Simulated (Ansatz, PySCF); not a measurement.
HS, SMILES [SH] (connectivity only; charge and spin as stated), charge -1, multiplicity 1.

The structure is a stationary point at B3LYP-D3(BJ)/def2-TZVPD. The spin state was assumed, not searched.

Estimates of the vertical detachment energy (IE) of the anion in eV. Rows of orbital energies are one-electron estimates, which approximate functionals can put far too low.

```csv
level,IE
"−ε(HOMO), −ε(LUMO), B3LYP/def2-TZVPD (PySCF)",(withheld)
"−ε(HOMO), −ε(LUMO), PBE0/def2-TZVPD (PySCF)",0.10
"−ε(HOMO), −ε(LUMO), PBE/def2-TZVPD (PySCF)",-0.89
EOM-CCSD/aug-cc-pVDZ (PySCF),2.18
ADC(2)/aug-cc-pVDZ (PySCF),1.67
"ΔSCF, CAM-B3LYP/def2-TZVPD (Ansatz), final states of multiplicity 2",2.29
"ΔSCF, PBE/def2-TZVPD (Ansatz), final states of multiplicity 2",2.33
```

Problem. Complete the blanks. (Estimate from the structure and the level; the computed values follow.)

Solution. 
- −ε(HOMO), −ε(LUMO), B3LYP/def2-TZVPD (PySCF), IE: -0.06

Problem. What vertical singlet–triplet gap does ΔSCF give with CAM-B3LYP/def2-TZVPD (Ansatz, a program for electronic structure) and with PBE/def2-TZVPD (Ansatz)? (Estimate from the structure and the level; the computed values follow.)

Solution. 3.69 and 3.58 eV (triplet above singlet where positive).

Problem. Beyond the first one, list the lowest photoelectron lines from ADC(2)/aug-cc-pVDZ run with PySCF 2.14.0 with their pole strengths (two spins summed). (Estimate from the structure and the level; the computed values follow.)

Solution. 5.64 eV (1.74).
